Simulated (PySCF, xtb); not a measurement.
C2H6OS, SMILES S(C)(C)=O.

Harmonic wavenumbers (cm⁻¹) from GFN2-xTB run with xtb 6.7.1 at its own minimum, in rising order: 117, 178, 270, 306, 362, 654, 664, 818, 867, 899, 938, 1144, 1283, 1290, 1431, 1443, 1452, 1463, 3054, 3056, 3065, 3069, 3074, 3077.

Task: What does B3LYP-D3(BJ)/def2-SVP (PySCF) give at its own minimum? (An estimate is asked for; the answer gives what the named calculation found.)

Result: 175, 224, 280, 306, 364, 624, 648, 876, 910, 947, 1009, 1104, 1283, 1308, 1415, 1428, 1432, 1450, 3036, 3038, 3156, 3159, 3164, 3165. Paired by order, the mean absolute difference is 38 cm⁻¹ and the zero-point energies are 48.6 and 49.3 kcal/mol.
